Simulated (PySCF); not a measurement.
# C4H6NO radical: fields and orbitals

For C4H6NO radical, the scripts below analyse its density (charges, bond critical points, surface potential) and see where an electron leaves and enters.

Method: levels as typed in each script, gas phase, geometry from GFN2-xTB; program: PySCF 2.14.0.

### Step 1. The system as given

SMILES `C=C(C)C([NH])=O`, 12 atoms, charge 0, spin multiplicity 2.

Bond lengths: C1–C2 1.325 Å, C1–H7 1.079 Å, C1–H8 1.077 Å, C2–C3 1.493 Å, C2–C4 1.483 Å, C3–H9 1.086 Å, C3–H10 1.089 Å, C3–H11 1.090 Å, C4–N5 1.304 Å, C4–O6 1.243 Å, N5–H12 1.013 Å. Angles: C2–C1–H7 119.7°, C2–C1–H8 122.7°, H7–C1–H8 117.5°, C1–C2–C3 126.2°, C1–C2–C4 118.3°, C3–C2–C4 115.5°, C2–C3–H9 110.9°, C2–C3–H10 109.8°, C2–C3–H11 109.8°, H9–C3–H10 109.5°, H9–C3–H11 109.5°, H10–C3–H11 107.3°, C2–C4–N5 118.3°, C2–C4–O6 125.2°, N5–C4–O6 116.5°, C4–N5–H12 116.3°.

Geometry (Å):

```
C     1.0875   -1.4497    0.0018
C     0.7019   -0.1821    0.0004
C     1.5974    1.0124   -0.0018
C    -0.7524    0.1105    0.0003
N    -1.5849   -0.8931   -0.0027
O    -1.2553    1.2472    0.0025
H     0.3471   -2.2347    0.0026
H     2.1233   -1.7433    0.0021
H     2.6420    0.7144   -0.0014
H     1.3941    1.6271    0.8741
H     1.3939    1.6238   -0.8803
H    -2.5709   -0.6595   -0.0029
```

### Step 2. Density, bond paths and surface potential (B3LYP/def2-tzvp)

input.py

```python
import numpy as np
from pyscf import gto, scf, dft
from pyscf.scf import atom_ks, atom_hf
from scipy.linalg import block_diag

def solve(mol, dm0=None, hcore=None):
    mf = (dft.UKS if mol.spin else dft.RKS)(mol, xc='b3lyp')
    mf.grids.level = 3
    mf = mf.density_fit(auxbasis='def2-universal-jkfit')
    mf.conv_tol, mf.max_cycle = 1e-8, 80
    if hcore is not None:
        mf.get_hcore = lambda *args: hcore
    mf.kernel(dm0)
    if not mf.converged:
        mf = mf.newton().run(mf.mo_coeff, mf.mo_occ, max_cycle=30)
    assert mf.converged, 'SCF not converged'
    return mf

mol = gto.M(atom='''
C      1.08754    -1.44971     0.00176
C      0.70188    -0.18206     0.00039
C      1.59742     1.01241    -0.00175
C     -0.75239     0.11045     0.00029
N     -1.58485    -0.89314    -0.00268
O     -1.25527     1.24720     0.00254
H      0.34706    -2.23466     0.00263
H      2.12326    -1.74328     0.00213
H      2.64205     0.71438    -0.00136
H      1.39405     1.62714     0.87408
H      1.39389     1.62383    -0.88029
H     -2.57090    -0.65950    -0.00290
''', basis='def2-tzvp', charge=0, spin=1, verbose=4)
mf = solve(mol)
mf.analyze()
# spherically averaged free atoms, for the promolecule
atm = atom_ks.get_atm_nrks(mol, xc='b3lyp')
pro = block_diag(*[(atm[a[0]][2] * atm[a[0]][3]) @ atm[a[0]][2].T for a in mol._atom])
np.savez('result.npz', e=mf.e_tot, c=mf.mo_coeff, occ=mf.mo_occ, eps=mf.mo_energy, pro=pro, dip=mf.dip_moment(verbose=0), s2=mf.spin_square()[0])
```

The run is started by

```console
$ OMP_NUM_THREADS=1 python input.py
```

### Step 4. Removing and adding an electron (B3LYP/def2-svpd)

Edit input.py of step 2 so:

```diff
@@ -31,5 +31,14 @@
 H     -2.57090    -0.65950    -0.00290
-''', basis='def2-tzvp', charge=0, spin=1, verbose=4)
+''', basis='def2-svpd', charge=0, spin=1, verbose=4)
 mf = solve(mol)
-mf.analyze()
+out = dict(e0=mf.e_tot, dm0=mf.make_rdm1(), c=mf.mo_coeff, occ=mf.mo_occ, eps=mf.mo_energy)
+for name, dq, spin in [('cation', 1, 0), ('anion', -1, 0)]:
+    ion = mol.copy().set(charge=mol.charge + dq, spin=spin).build()
+    mi = solve(ion)
+    if spin and dq > 0 and mol.nao < 130:
+        c, _, stable, _ = mi.stability(return_status=True)
+        if not stable:
+            mi = solve(ion, mi.make_rdm1(c, mi.mo_occ))
+    print(name, 'vertical energy change / eV', (mi.e_tot - mf.e_tot) * 27.211386)
+    out.update({'e_' + name: mi.e_tot, 'dm_' + name: mi.make_rdm1(), 's2_' + name: mi.spin_square()[0], 'eps_' + name: mi.mo_energy, 'occ_' + name: mi.mo_occ})
 # spherically averaged free atoms, for the promolecule
@@ -37,2 +46,2 @@
 pro = block_diag(*[(atm[a[0]][2] * atm[a[0]][3]) @ atm[a[0]][2].T for a in mol._atom])
-np.savez('result.npz', e=mf.e_tot, c=mf.mo_coeff, occ=mf.mo_occ, eps=mf.mo_energy, pro=pro, dip=mf.dip_moment(verbose=0), s2=mf.spin_square()[0])
+np.savez('result.npz', pro=pro, **out)
```

(Steps that only read results are left out.)

Before running it: what results should come out? Wanted: dipole moment; HOMO, LUMO; vertical ionisation energy; vertical electron affinity.

**Answer**, as computed:

```
                                    quantity            value
             dipole moment (B3LYP/def2-tzvp)           1.59 D
                HOMO, LUMO (B3LYP/def2-tzvp)  -7.12, -4.71 eV
vertical ionisation energy (B3LYP/def2-svpd)         10.63 eV
vertical electron affinity (B3LYP/def2-svpd)          2.49 eV
```

**Reading.** At B3LYP/def2-tzvp: The highest Hirshfeld charge is on C4 (+0.16 e), the lowest on O6 (−0.22 e). The ionisation energy from two SCF runs, 10.63 eV, lies 3.4 eV above −ε(HOMO) = 7.19 eV of the same level, B3LYP/def2-svpd, since self-interaction lifts this functional's HOMO. The geometry was not optimised at these levels.
